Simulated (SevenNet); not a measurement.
Pyrite PtSb2

These are the machine-learned potential SevenNet-l3i5 (trained on PBE and PBE+U data) values and carry that method's errors.

Cell (relaxed at this level):

Space group Pa-3 (No. 205); a = 6.551 Å, b = 6.551 Å, c = 6.551 Å, α = 90.00°, β = 90.00°, γ = 90.00°

| atom | site | symmetry | x | y | z |
|---|---|---|---|---|---|
| Sb | 8c | .3. | 0.3755 | 0.3755 | 0.3755 |
| Pt | 4a | .-3. | 0.0000 | 0.0000 | 0.0000 |

| Item | Result |
|---|---|
| lattice constant a | 6.551 Å |
| equilibrium volume per atom | 23.43 Å³/atom |

Measured, for comparison: lattice constant a 6.44 Å, equilibrium volume per atom 22.26 Å³/atom (temperature not stated, not corrected to a static lattice; as tabulated in Saeed et al. (2013), arXiv:1402.4256). Computed (rounded) less measured: lattice constant a +1.7 %, equilibrium volume per atom +5.3 %.

A machine-learned potential is trained on density-functional data: it inherits that level's misses and adds fitting errors of its own.

Note: this model's volume lies 5 % above that of the starting cell (a measured, published or database cell).
